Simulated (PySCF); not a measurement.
Process, species as SMILES: ClC(Cl)Cl + 3 [H][H] (H2) → C (CH4) + 3 Cl (HCl)
B3LYP-D3(BJ)/def2-TZVP geometries, fixed; electronic energies without zero-point terms.

Effect of the grid level at PBE/aug-cc-pV(T+d)Z with PySCF, against the last row, where the energy of full hydrogenation is -67.01 kcal/mol.

```tsv
setting	grid points, largest species	largest shift of a total energy (mEh)	shift of the energy of full hydrogenation (kcal/mol)
grids.level: 0	6584	31.191	-4.468
grids.level: 1	26600	-0.046	-0.027
grids.level: 2	51824	-0.004	-0.003
grids.level: 3	80568	-0.004	-0.003
grids.level: 4	130392	0.000	0.000
grids.level: 5	195664	0.000	0.000
grids.level: 7	392712	0.000	0.000
```

Within 0.05 kcal/mol in the energy of full hydrogenation: grids.level: 1; grids.level: 2; grids.level: 3; grids.level: 4; grids.level: 5. The largest shift is 31.191 mEh in a total energy and 4.468 kcal/mol in the difference.
